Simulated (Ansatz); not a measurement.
TaTi$_{3}$ (I4/mmm)

All numbers below come from DFT r2SCAN, scalar-relativistic, plane waves, PAW in Ansatz 0.2.0.

Settings: cutoff 500 eV, Γ-centred mesh 14×14×14 on the computed 4-atom cell, Gaussian smearing of 0.10 eV; no spin polarisation.

The structure is relaxed at this level of theory with its symmetry kept. Whether it is the stable form of this composition wasn't checked.

The structure is tetragonal, space group I4/mmm (No. 139). The conventional cell has a = 4.120 Å, b = 4.120 Å, c = 8.268 Å, α = 90.00°, β = 90.00°, γ = 90.00°. Ti (site symmetry -4m2) has 8 Ti at 2.91 to 2.92 Å and 4 Ta at 2.92 Å as nearest neighbours. Ti (site symmetry 4/mmm) is surrounded by 4 Ta at 2.91 Å and 8 Ti at 2.92 Å. Around Ta (site symmetry 4/mmm) lie 12 Ti at 2.91 to 2.92 Å.

- Volume per atom: 17.54 Å³
- Formation energy from the elements' standard states (uncorrected): +0.097 eV/atom
- Generalised Kohn–Sham band gap: none (metal)
- Density of states at the Fermi level: 5.58 states/eV per cell
- Löwdin character within 0.5 eV of the Fermi level: Ti 3d 72 %, Ta 5d 15 %, unprojected 8 %
- Bader charges (e): Ti (2 in the cell) 0.71, Ti (1 in the cell) 0.71, Ta (1 in the cell) -2.14

Spin-orbit coupling is left out, which matters for the bands of heavy elements.

Cost: 1 run of about 4.2 core-minutes, on Arm Neoverse V1 (shared hosts).